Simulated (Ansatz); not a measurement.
The same path of BFH2 + F (5 atoms, charge 0, multiplicity 2) was run twice with different band settings.

Computed with UKS PBE0/def2-SVP in Ansatz.

Relaxed end points:

```xyz
5
Properties=species:S:1:pos:R:3
B 0.000 0.000 -0.127
F 0.000 0.000 1.191
H 1.070 0.000 -0.688
H -1.070 0.000 -0.688
F 0.000 0.000 3.702
```

```xyz
5
Properties=species:S:1:pos:R:3
B -0.116 -0.011 0.023
F -0.730 -0.153 1.183
H 1.090 0.048 0.021
H -0.812 0.048 -0.963
F 0.567 0.067 3.127
```

Common settings: movable images 5; climbing image yes; spring 5.0 eV/Å²; optimiser quadratic models (default); force threshold 0.05 eV/Å; iteration limit 60; end points relaxed.

| run | start path |
| --- | --- |
| 1 | through a guess of the saddle point |
| 2 | straight line |

Q: What does each run give, and how far can it be trusted?

A: Run 1: converged after 16 iterations, highest image 0.000 eV above the first end. The highest image is an end point: on this band no image between the ends rises above it. A vibrational analysis next to that end finds imaginary modes (50i cm⁻¹), so it isn't a minimum.
Run 2: converged after 6 iterations, highest image 0.000 eV above the first end. The highest image is an end point: on this band no image between the ends rises above it.
